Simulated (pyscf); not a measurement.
Structures and frequencies: ωB97X-D3(BJ)/def2-SVP in PySCF.

**Question.** For the elementary gas-phase step Cl–CH₂–Cl + H• → Cl–CH•–Cl + H₂ (doublet surface; C–H broken, H–H formed), what barrier and reaction energy does M06-2X/def2-TZVP give, measured from the separated reactants?

**Answer.** ΔE‡ = 11.4 kcal/mol, ΔE = -5.7 kcal/mol. ωB97M-D3(BJ)/def2-TZVP gives 9.9 kcal/mol and -6.0 kcal/mol. Zero-point energy shifts the barrier by -1.7 kcal/mol. It is a hydrogen abstraction, with an imaginary mode of 1597i cm⁻¹. This is the saddle that the search found; another between the same sides may lie lower. The angle at the transferred H is 179°.
